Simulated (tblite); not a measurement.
C3H2ClOP.
SMILES: `Clc1cpco1`

Method: GFN2-xTB as coded in tblite; computed harmonic values from a numerical Hessian at the method's own geometry, unscaled. Errors from tens to a few hundred cm⁻¹ against measured bands are possible.

Harmonic wavenumbers (cm⁻¹): 191.1, 262.8, 409.1, 420.3, 567.1, 633.6, 696.7, 784.3, 836.5, 874.2, 943.5, 1048.9, 1127.7, 1210.3, 1270.7, 1484.1, 3130.6, 3159.1.

A = 7568, B = 1532, C = 1274 MHz; mass 119.953 u (most abundant isotopes); point group Cs, symmetry number 1.

Q: Zero-point energy?

A: ½Σν̃ = 9525 cm⁻¹ = 113.95 kJ/mol.

Q: Entropy at 400 K, 1 bar (ideal gas, RRHO, classical rotation)?

A: Translation 174.67, rotation 118.63, vibration 50.95: S = 344.2 J/(mol K).

Q: And Cp and H(400 K) − H(0)?

A: Cp = 105.59 J/(mol K), of which vibrations give 72.33 (their classical limit is 18 R = 149.7); H(400 K) − H(0) = 26.06 kJ/mol without the zero-point energy, 12.75 from vibrations.

Q: Which modes carry the vibrational entropy at 400 K?

A: 191.1 cm⁻¹: 11.59; 262.8 cm⁻¹: 9.09; 409.1 cm⁻¹: 5.81; 420.3 cm⁻¹: 5.63; 567.1 cm⁻¹: 3.69; 633.6 cm⁻¹: 3.06 J/(mol K); the other 12 give 12.07 together.

Q: What must be added to the electronic energy to get the Gibbs energy at 400 K and 1 bar?

A: ZPE + [H(400 K) − H(0)] − T·S = 113.95 + 26.06 − 137.70 = 2.31 kJ/mol.

Q: How do the functions run with temperature in this model?

A: 
| T (K) | S (J/(mol K)) | Cp (J/(mol K)) | H − H(0) (kJ/mol) | G − H(0) (kJ/mol) | ln q(vib) |
| --- | --- | --- | --- | --- | --- |
| 50 | 224.4 | 34.6 | 1.67 | -9.55 | 0.00 |
| 100 | 250.6 | 42.5 | 3.58 | -21.47 | 0.09 |
| 298.15 | 316.1 | 86.2 | 16.25 | -77.99 | 1.36 |
| 373.15 | 337.1 | 100.9 | 23.28 | -102.49 | 2.04 |
| 500 | 369.4 | 120.0 | 37.37 | -147.34 | 3.27 |
| 750 | 422.8 | 142.3 | 70.48 | -246.64 | 5.76 |
| 1000 | 465.6 | 154.5 | 107.70 | -357.87 | 8.10 |

q(vib) and H(0) count from the zero-point level.

Hindered rotation and anharmonicity are outside this model.
